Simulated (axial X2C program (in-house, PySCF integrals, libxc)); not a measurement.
# Nuclear properties of LiP⁺

Calculated with an in-house all-electron X2C program for linear molecules (integrals from PySCF): two-component X2C with atomic mean-field Coulomb and Gaunt terms, Gaussian nuclei, basis P dyall-v3z, Li dyall-cv3z with contracted cores.

R = 2.648 Å (near the PBE0 minimum at charge 1 of the determinant lowest at the starting distance; the state shown can have its own minimum elsewhere).

Determinant lowest in the PBE0 search, Ω = 3/2 (⟨Sz⟩ = 1.50, ⟨Lz⟩ = 0.00 at PBE0), spin on the atoms P 1.42, Li 0.08:

| level | Eeff magnitude (GV/cm) | Ws magnitude P (kHz) | A∥/gI P (MHz) | qzz P (a.u.) | A∥/gI Li (MHz) | qzz Li (a.u.) |
| --- | --- | --- | --- | --- | --- | --- |
| PBE0 | 0.14 | 0.0362 | -56.5 | 0.34 | 10.6 | -0.01 |
| HF | 0.168 | 0.0431 | -32.2 | 0.30 | 9.26 | -0.01 |
| BP86 | 0.131 | 0.0341 | -39.6 | 0.35 | 11.1 | -0.01 |
| LDA | 0.127 | 0.033 | -22.3 | 0.37 | 10.6 | -0.01 |
| B3LYP | 0.135 | 0.0349 | -19.4 | 0.36 | 13.2 | -0.01 |

Determinant 1.19 eV from it at PBE0 and this distance, Ω = 1/2 (⟨Sz⟩ = -0.50, ⟨Lz⟩ = 1.00 at PBE0), spin on the atoms P -0.50, Li 0.00:

```
level  Eeff magnitude (GV/cm)  Ws magnitude P (kHz)  A∥/gI P (MHz)  qzz P (a.u.)  A∥/gI Li (MHz)  qzz Li (a.u.)
 PBE0                 0.00189               0.00149            958         -3.99            4.83          -0.02
   HF                  0.0315                0.0243            952         -3.96            5.46          -0.02
 BP86                 0.00238                0.0019            968         -4.02            4.47          -0.02
  LDA                0.000228               0.00014            967         -4.06             5.4          -0.02
B3LYP                0.000142              0.000101            940         -4.07            5.13          -0.02
```

Eeff is the effective electric field on the electron electric dipole moment in this Ω state and Ws the scalar–pseudoscalar constant of the nucleus named (defined with the proton number Z and per Ω); A∥ (defined per Ω) follows by multiplying with gI = μI/(I μN); qzz is the electric field gradient, eQq0 = 234.96 MHz × Q/barn × qzz. The operators were transformed with the bare-nucleus X2C matrices; with these basis sets, hyperfine constants and field gradients can be off by tens of per cent, and where levels differ in sign neither size nor sign is settled.

Problem. With gI(7Li) = 2.1710 (g factors from the IAEA table of nuclear moments by Stone), turn the PBE0 values of the first state into constants in MHz.

Solution. A∥(7Li) = 10.6 × 2.1710 = 23 MHz.

Each state is one determinant with collinear spin, which with several unpaired electrons need not be a pure state. Unrestricted Hartree–Fock can overshoot spin polarisation at the nuclei. In the state Ω = 1/2 the sign of Eeff differs between levels (LDA, B3LYP against PBE0). This is the top spin component of a Σ state; components of lower Ω are not single determinants and can lie lower. With several open shells hyperfine constants can be off by a factor of several. Where Eeff spreads by more than a factor of two the levels disagree and none is to be relied on. The search compared states at one distance, so a state with another bond length can lie lower. The sign of Ws at P differs between levels in the second state. Further determinants of the search, some of them spin-mixed, are not shown. Where a field gradient or hyperfine factor spreads by more than a factor of two over the levels, a constant derived from it is not to be relied on. PBE0 term energies can be off by some tenths of an eV.
